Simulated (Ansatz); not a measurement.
**AlBSi+ (doublet): the correlation ladder, def2-TZVPP**

The task here is to estimate one member of a computed series from the others.

Program: Ansatz 0.2.0, Gaussian basis. Level of theory: def2-TZVPP, core rule «outside noble gas», up to 11 orbitals frozen. These are calculated values, not measurements.

To be run: UHF; ROHF; CCSD(T) on UHF.

2 further runs of the same task are left out: 2 set aside as unsound or not needed.

**What is computed**

The geometry is a PBE0/def2-TZVP stationary point (not a proven minimum) of the parent state, kept for this charge and spin.

3 atoms, charge 1, spin multiplicity 2.

Atoms are counted from 1 here; the program's logs count them from 0.

Bond lengths: Al1–B2 1.956 Å, Al1–Si3 2.412 Å, B2–Si3 1.863 Å. Angles: B2–Al1–Si3 49.2°, Al1–B2–Si3 78.3°, Al1–Si3–B2 52.6°.

The first run:

The input, in.yaml:

```yaml
crystal:
  periodic: [false, false, false]
  atoms:
    - {symbol: Al, position_ang: [0.000000, -0.235516, 1.239346]}
    - {symbol: B, position_ang: [0.000000, 1.236586, -0.048093]}
    - {symbol: Si, position_ang: [0.000000, -0.249742, -1.172118]}
basis:
  gaussian: {orbitals: def2-TZVPP}
total_charge: 1
magnetization: {spin_polarized: true, initial_magnetization: 1}
hamiltonian: {xc: hf}
output: {orbitals: {seedname: orbitals}}
```

Command:

```bash
> ansatz run in.yaml --threads 1 --pin off --events-out ev --progress --plain --max-ram 4096MiB --backend cpu
```

Among the steps run: UHF; ROHF; CCSD(T) on UHF.

One of the session's tables, all rows but one given; the rest of the session is left out.

It belongs to the step «Misses and costs». 

```
  method  from UCCSD(T) (meV)
    ROHF              +7820.1
    UMP2                    ?
   UCCSD               +633.8
UCCSD(T)                    0
```

Q: Estimate the row for UMP2 from the others.

**Answer.** from UCCSD(T) (meV): +1370.0. In the column «from UCCSD(T) (meV)» it lies between UCCSD (+633.8) and ROHF (+7820.1).

Left out of the table: UHF (another determinant or state than the rows shown).

To keep in mind: The determinant is far from a pure spin state, so its energy mixes those of several spin states (harmless only where they are near-degenerate, as at dissociation). Warnings: spin contamination; coupled cluster took another determinant than the lowest.
